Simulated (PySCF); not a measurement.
# One shape, several levels: N2H3 (hydrazinyl radical)

We compute a comparison of 6 runs (UHF/STO-3G, UB3LYP/6-31G*, U-wB97X/def2-TZVP, UB3LYP/def2-TZVP, UM06-2X/def2-TZVP, UM06-L/def2-TZVP) of N2H3 (hydrazinyl radical). 

The results are computed with PySCF 2.14.0.

1 further run of the same task is left out (set aside as unsound or not needed).

## Step 1: The system as given

The species is N2H3 (5 atoms), meant as a doublet with charge 0. As SMILES, `[NH]N`. The shape is that of a PBE0-D4/def2-TZVP optimisation. This is one conformer, not always the lowest.

Bond lengths: N1–N2 1.338 Å, N1–H3 1.021 Å, N2–H4 1.008 Å, N2–H5 1.012 Å. Angles: N1–N2–H4 113.9°, N1–N2–H5 120.9°, N2–N1–H3 106.1°, H4–N2–H5 114.6°.

## Step 2: The energy at UHF/STO-3G (run 1)

The input, job.py:

```python
from pyscf import gto

mol = gto.M(
    atom=[
    ('N', (-0.187600, -0.818050, 0.454040)),
    ('N', (-0.128660, 0.235610, -0.368450)),
    ('H', (0.759840, -0.951450, 0.811270)),
    ('H', (-1.030950, 0.592300, -0.640030)),
    ('H', (0.587360, 0.941580, -0.256830)),
],
    basis='sto-3g',
    verbose=4,
    spin=1,
    max_memory=1860,
)

myscf = mol.UHF()
myscf.conv_tol = 1e-10
myscf.kernel()
if not myscf.converged:
    myscf = myscf.newton().run(myscf.mo_coeff, myscf.mo_occ)

energy = myscf.e_tot
print(f'total energy: {energy:.8f} hartree')
```

Command:

```sh
$ OMP_NUM_THREADS=1 python job.py
```

The log of the run:

```text
PySCF version 2.14.0

[... 93 lines left out ...]
converged SCF energy = -109.144474835264  <S^2> = 0.7552556  2S+1 = 2.0052487
total energy: -109.14447484 hartree
```

Run time: 0.62 s. Hardware: 1 thread of Arm Neoverse V2, shared host; peak memory 0.12 GiB.

## Step 3: A single-point energy at UB3LYP/6-31G(d) (spherical functions) (run 2)

The input, run.py:

```python
# hydrazinyl radical
from pyscf import gto, dft

molecule = gto.M(
    atom=[
    ('N', (-0.187600, -0.818050, 0.454040)),
    ('N', (-0.128660, 0.235610, -0.368450)),
    ('H', (0.759840, -0.951450, 0.811270)),
    ('H', (-1.030950, 0.592300, -0.640030)),
    ('H', (0.587360, 0.941580, -0.256830)),
],
    verbose=3,
    basis='6-31g*',
    max_memory=1860,
    spin=1,
)

ks = dft.UKS(molecule, xc='b3lyp')
ks.conv_tol = 1e-10
ks.grids.level = 5
ks.kernel()
if not ks.converged:
    ks = ks.newton().run(ks.mo_coeff, ks.mo_occ)

energy = ks.e_tot
print('Final energy', energy)
```

Command:

```sh
$ OMP_NUM_THREADS=1 python run.py
```

The log of the run:

```text
WARN: HOMO -0.158814977108434 >= LUMO -0.158814977108436

converged SCF energy = -111.220024490978  <S^2> = 0.75317445  2S+1 = 2.0031719
Final energy -111.22002449097755
```

Wall time 6 s (1 thread of Arm Neoverse V2, shared host); peak memory 0.24 GiB.

Runs 3 to 5 aren't shown in full; the table further down has their settings and results.

## Step 4: The energy at UM06-L/def2-TZVP (run 6)

The input, input.py:

```python
from pyscf import gto, dft

mol = gto.Mole()
mol.atom = '''
N     -0.354513    -1.545890     0.858011
N     -0.243132     0.445238    -0.696270
H      1.435889    -1.797980     1.533078
H     -1.948213     1.119285    -1.209481
H      1.109950     1.779328    -0.485338
'''
mol.max_memory = 1860
mol.spin = 1
mol.basis = 'def2-tzvp'
mol.unit = 'bohr'
mol.charge = 0
mol.verbose = 4
mol.build()

calc0 = dft.UKS(mol, xc='m06-l')
calc0.grids.level = 5
calc0.conv_tol = 1e-10
calc0.kernel()
if not calc0.converged:
    calc0 = calc0.newton().run(calc0.mo_coeff, calc0.mo_occ)

e_final = calc0.e_tot
print('E(%s) = %.9f' % ('M06-L', e_final))
```

Command:

```sh
$ OMP_NUM_THREADS=1 python input.py
```

The log of the run:

```text
PySCF version 2.14.0

[... 54 lines left out ...]
WARN: HOMO -0.167711911501282 >= LUMO -0.167711911501279
[... 46 lines left out ...]
converged SCF energy = -111.255112527922  <S^2> = 0.75497727  2S+1 = 2.0049711
E(M06-L) = -111.255112528
```

Run time: 33 s. Hardware: 1 thread of Arm Neoverse V2, shared host; peak memory 0.46 GiB.

## Step 5: The series

| run | level | integration grid | energy (Eh) | dipole moment (D) | HOMO energy (eV) | LUMO energy (eV) | wall time |
| --- | --- | --- | --- | --- | --- | --- | --- |
| 1 | UHF/STO-3G | – | -109.144475 | 2.16 | -7.60 | 9.50 | 0.62 s |
| 2 | UB3LYP/6-31G* (spherical functions) | 5 | -111.220024 | 2.67 | -4.68 | -0.44 | 6 s |
| 3 | U-wB97X/def2-TZVP | 5 | -111.245331 | 2.71 | -7.88 | 1.63 | 21 s |
| 4 | UB3LYP/def2-TZVP | 5 | -111.281055 | 2.67 | -5.15 | -1.06 | 16 s |
| 5 | UM06-2X/def2-TZVP | 5 | -111.221106 | 2.69 | -6.82 | 0.25 | 38 s |
| 6 | UM06-L/def2-TZVP | 5 | -111.255113 | 2.62 | -3.94 | -1.72 | 33 s |

## Step 6: What came out

| quantity | value |
| --- | --- |
| run 6: total energy | -111.25511 Eh |
| run 6: dipole moment | 2.62 D |
| run 6: HOMO energy (highest over α and β) | -3.94 eV |
| run 6: LUMO energy (lowest over α and β) | -1.72 eV |
| run 6: ⟨S²⟩ | 0.755 |

In words: The dipole moment (its size) runs from 2.16 D (UHF/STO-3G) to 2.71 D (U-wB97X/def2-TZVP). The two ends differ in method and basis. Totals of different functionals can't be ranked against each other. In run 1 the basis is minimal, so the values are rough. All runs together took 1.9 min, the longest 38 s.
